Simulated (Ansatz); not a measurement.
B2H4O, SMILES `BOB`. Total charge 0; spin multiplicity 1. The geometry is a stationary point of PBE0-D4/def2-TZVP.

```xyz
7

B    -1.017   -0.083    0.650
O     0.078    0.635    0.262
B     1.030    0.186   -0.607
H    -1.188   -1.187    0.216
H    -1.770    0.436    1.421
H     1.937    0.924   -0.859
H     0.931   -0.910   -1.083
```

Q: What is the dipole moment at r2SCAN/def2-TZVPP? (Estimate.)

A: Ansatz gave: 0.38 D, with components (-0.04, -0.35, -0.14) D in this frame, pointing from negative to positive charge.

Q: And with PBE, B3LYP, ωB97M-V? (Best estimate.)

A: Computed: PBE 0.34 D, B3LYP 0.43 D, ωB97M-V 0.43 D.

Q: Give the Mulliken charges with r2SCAN, ωB97M-V, PBE in def2-TZVPP. (An estimate is asked.)

A: The calculation gave: 
```
atom  r2SCAN  ωB97M-V    PBE
  B1    0.18     0.03   0.09
  O2   -0.33    -0.31  -0.19
  B3    0.18     0.03   0.09
  H4   -0.02     0.05   0.00
  H5    0.00     0.07   0.02
  H6    0.00     0.07   0.02
  H7   -0.02     0.05   0.00
```

B3LYP here is the variant with VWN-RPA as its local correlation; programs differ in this.
